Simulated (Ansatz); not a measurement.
# What a trial cell of Sr₂Be relaxes into

Theory: Ansatz 0.2.0, DFT PBE, scalar-relativistic, plane waves, PAW. Cutoff 420 eV, Γ-centred k mesh, Gaussian smearing, no spin polarisation in the final step.

The start puts Sr₂Be on the sites of a reported Cr2B cell (I4/mcm, No. 140), with Be in place of B, Sr in place of Cr, at a guessed volume.

```yaml
crystal:
  lattice:
    - [-3.53847, 3.53847, 2.94543]
    - [3.53847, -3.53847, 2.94543]
    - [3.53847, 3.53847, -2.94543]
  atoms:
    - { symbol: Sr, position: [0.66700, 0.16700, 0.83400] }
    - { symbol: Sr, position: [0.16700, 0.33300, 0.50000] }
    - { symbol: Sr, position: [0.33300, 0.83300, 0.16600] }
    - { symbol: Sr, position: [0.83300, 0.66700, 0.50000] }
    - { symbol: Be, position: [0.25000, 0.25000, 0.00000] }
    - { symbol: Be, position: [0.75000, 0.75000, 0.00000] }
```

Cell and atoms relax at zero pressure; the relaxation can't lower the symmetry of the start. After a coarse first stage the cell is made exact in the group found at 0.06 Å.

Energies over the elements count from the elements' standard structures at the same level, with no empirical corrections.

(1) Describe the relaxed structure.

(2) What are its volume, energy, density and gap?

Results:

(1) It keeps I4/mcm (No. 140). Conventional cell: a = 7.763 Å, c = 7.139 Å. Sr has 4 Be at 3.35 Å and 2 Sr at 3.83 Å (next Sr at 4.01 Å); around Be lie 8 Sr at 3.35 Å and 2 Be at 3.57 Å.

Space group I4/mcm (No. 140). a = 7.763 Å, b = 7.763 Å, c = 7.139 Å, α = 90.00°, β = 90.00°, γ = 90.00°
| atom | site | symmetry | x | y | z |
| --- | --- | --- | --- | --- | --- |
| Sr | 8h | m.2m | 0.1862 | 0.6862 | 0.0000 |
| Be | 4a | 422 | 0.0000 | 0.0000 | 0.2500 |

(2) The volume per atom is 35.86 Å³, the density is 2.84 g/cm³ and the energy over the elements is 0.40 eV/atom. The gap on the 8×8×8 mesh is 0 eV (a metal).

The final run used a 8×8×8 mesh on its 6-atom cell and 0.10 eV smearing. The k mesh leaves about 4 meV/atom of noise in metals. Symmetry constrained the relaxation, so the result can be a saddle point.

Cost: 3 runs of about 2 core-minutes in all, on Arm Neoverse V1 (shared hosts).